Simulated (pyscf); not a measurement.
`[CH3][O-]` + `[H][H]` -> `[CH3][O-]` + `[H][H]` (concerted two-bond exchange; singlet surface; C–H, H–H broken, C–H, H–H formed). PySCF, gas phase, ωB97X-D3(BJ)/def2-SVPD geometries. Energies in eV from the separated reactants.

```tsv
level	barrier	reaction energy
ωB97X-D3(BJ)/def2-TZVPD	1.52	0.00
PBE/def2-TZVPD	(withheld)	0.00
r²SCAN/def2-TZVPD	(withheld)	0.00
M06-2X/def2-TZVPD	1.59	0.00
ωB97M-D3(BJ)/def2-TZVPD	1.42	0.00
HF/def2-TZVPD	1.65	0.00
```

Some entries are withheld; supply them.


- PBE/def2-TZVPD, barrier: 1.25
- r²SCAN/def2-TZVPD, barrier: 1.33

The functionals in the table span 0.34 eV in this barrier, from PBE to M06-2X. One saddle was located; it need not be the lowest between these sides.
